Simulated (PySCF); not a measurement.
B3LYP has the VWN-RPA correlation part, as in Gaussian. 

```xyz
4

N      0.0034     0.0011     0.3060
H     -0.4711    -0.8118    -0.0939
H     -0.4688     0.8124    -0.0996
H      0.9366    -0.0017    -0.1125
```

Charge 0, multiplicity 1.

Problem. Give the Mulliken and meta-Löwdin atomic charges from B3LYP-D3(BJ)/def2-TZVP // B3LYP-D3(BJ)/def2-SVP (PySCF 2.14.0).

Solution. 
```
atom  Mulliken (e)  meta-Löwdin (e)
----  ------------  ---------------
N1           -0.66            -0.65
H2            0.22             0.22
H3            0.22             0.22
H4            0.22             0.22
```
